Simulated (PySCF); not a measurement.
ethanol (C2H6O), SMILES CCO. Atoms are numbered in the order given.

```xyz
9

C     -1.2026     0.1412     0.2462
C      0.0688    -0.4315    -0.3570
O      1.2325     0.3079     0.0027
H     -2.0772    -0.4203    -0.0908
H     -1.3277     1.1856    -0.0433
H     -1.1760     0.0895     1.3383
H      0.1808    -1.4866    -0.0769
H      0.0264    -0.3871    -1.4462
H      1.3164     0.2972     0.9623
```
Charge 0, spin multiplicity 1.

Geometry optimised at B3LYP-D3(BJ)/def2-TZVP. Other conformers were not sampled.

Two levels are set side by side: PBE/pcSseg-1 (PySCF) and HF/pcSseg-1 (PySCF). GIAO shifts against H2O (¹⁷O), TMS (¹H), TMS (¹³C) at the same level; non-relativistic, no solvent, atoms listed together averaged. Differences are taken from unrounded values.

```tsv
quantity	PBE
δ(¹³C) of C1 (ppm)	22.2
δ(¹³C) of C2 (ppm)	66.3
δ(¹⁷O) of O3 (ppm)	61.1
δ(¹H) of H7, H8 (ppm)	3.89
δ(¹H) of H9 (ppm)	-0.40
```

Question: These are the PBE values. What does HF give? (Estimate from the structure and the level; the computed values follow.)

Answer: 
```tsv
quantity	HF	PBE minus HF
δ(¹³C) of C1 (ppm)	21.1	1.2
δ(¹³C) of C2 (ppm)	56.1	10.2
δ(¹⁷O) of O3 (ppm)	28.3	32.8
δ(¹H) of H7, H8 (ppm)	3.43	0.46
δ(¹H) of H9 (ppm)	0.33	-0.73
```

Rough cost on one machine, each run with all the roots and properties that it gave: HF against PBE within a factor of 2.
